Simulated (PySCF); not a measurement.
Bonds broken one at a time in the series Si F-Cl. All species are isolated molecules in the gas phase. Strings in code marks are SMILES.

The numbers are results of PySCF with PBE-D3(BJ)/def2-TZVP // B3LYP-D3(BJ)/def2-TZVP, not measurements. 

| species | dipole moment (D) |
|---|---|
| whole molecule (`F[Si](F)(F)F`) | 0.00 |
| radical fragment (`F[Si](F)F`) | 1.03 |
| radical fragment (`F[Si](F)Cl`) | [?] |
| whole molecule (`Cl[Si](Cl)(Cl)Cl`) | 0.00 |

Q: What belongs in the gaps?

A: 
- radical fragment (`F[Si](F)Cl`), dipole moment (D): 0.90
